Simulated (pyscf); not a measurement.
Four-centre exchange: HO–BH–OH (SMILES OBO) + SiH₄ (SMILES [SiH4]) → H₂O (SMILES O) + HO–BH–SiH₃ (SMILES OB[SiH3])

Gas phase, singlet surface, charge 0. Bonds broken: O1–B2, Si7–H8. Bonds formed: O1–H8, B2–Si7. PySCF, gas phase, ωB97X-D3(BJ)/def2-SVP geometries. Correlated levels are frozen-core, on RHF or UHF. ΔMP2 is the change of the MP2 total energy from the triple- to the quadruple-zeta basis.

Transition state (Å):

```xyz
11

O     -2.7776     0.0390    -0.0408
B     -1.4013    -0.7345     0.2155
O     -0.9037    -1.3924    -0.8963
H     -3.3843    -0.1240     0.6956
H     -1.4037    -1.3438     1.2618
H     -0.9673    -0.8775    -1.7075
Si     0.0238     0.9788     0.5710
H     -1.8363     0.6930     0.3063
H      0.4619     1.6147    -0.7120
H      1.1216     0.0979     1.0614
H     -0.1655     2.0678     1.5841
```

One imaginary mode, 1412i cm⁻¹; descent along it reached the two sides named, in the forms told below.

| bond | change | reactant side (Å) | saddle | product side |
|---|---|---|---|---|
| O1–B2 | breaks | 1.365 | 1.599 | 2.217 |
| Si7–H8 | breaks | 1.491 | 1.900 | 3.5 |
| O1–H8 | forms | 3.4 | 1.198 | 0.966 |
| B2–Si7 | forms | 3.6 | 2.257 | 2.029 |

Electronic energies relative to the separated reactants (eV):

```csv
level,barrier,reaction energy,reverse barrier
ωB97X-D3(BJ)/def2-TZVP,2.66,+1.68,0.98
PBE/def2-TZVP,2.30,+1.66,0.64
r²SCAN/def2-TZVP,2.48,+1.79,0.69
B3LYP-D3(BJ)/def2-TZVP,2.73,+1.78,0.95
PBE0-D3(BJ)/def2-TZVP,2.44,+1.69,0.75
M06-2X/def2-TZVP,2.75,+1.84,0.91
ωB97M-D3(BJ)/def2-TZVP,2.74,+1.80,0.94
HF/def2-TZVP,3.84,+1.97,1.87
MP2/def2-QZVPP,2.72,+1.73,0.99
CCSD/def2-TZVPP,2.94,+1.73,1.21
CCSD(T)/def2-TZVPP,2.77,+1.71,1.06
CCSD(T)/def2-TZVPP + ΔMP2(QZVPP),2.77,+1.68,1.09
```

With CCSD(T)/def2-TZVPP + ΔMP2(QZVPP) energies and thermal terms (ideal gas, 1 atm, RRHO with modes under 100 cm⁻¹ raised to 100, one conformer, R ln 2 for chiral ones without a mode under 150 cm⁻¹), in eV:

| T (K) | ΔH‡ | ΔG‡ | ΔH | ΔG |
|---|---|---|---|---|
| 298 | 2.72 | 3.14 | +1.70 | +1.63 |
| 600 | 2.75 | 3.55 | +1.73 | +1.55 |
| 900 | 2.79 | 3.94 | +1.74 | +1.46 |
| 1200 | 2.83 | 4.32 | +1.74 | +1.37 |

On the product side the descent ends in a complex, 0.22 eV under the separated species and 1.20 eV under the saddle at ωB97X-D3(BJ)/def2-TZVP. The products may also form a dative adduct at HO–BH–SiH₃; it and routes through it were not searched. The same reactants have a lower exit, to HO–SiH₃ + H₂B–OH (barrier +1.26 eV at ωB97M-D3(BJ)/def2-TZVP, against +2.74 eV here). HO–BH–SiH₃ lies 1.10 eV over its isomer H₂B–O–SiH₃ (electronic energy, ωB97M-D3(BJ)/def2-TZVP). This is the saddle that the search found; another between the same sides may lie lower. The CCSD(T) − MP2 part came from Ansatz, without density fitting, on the same reference.
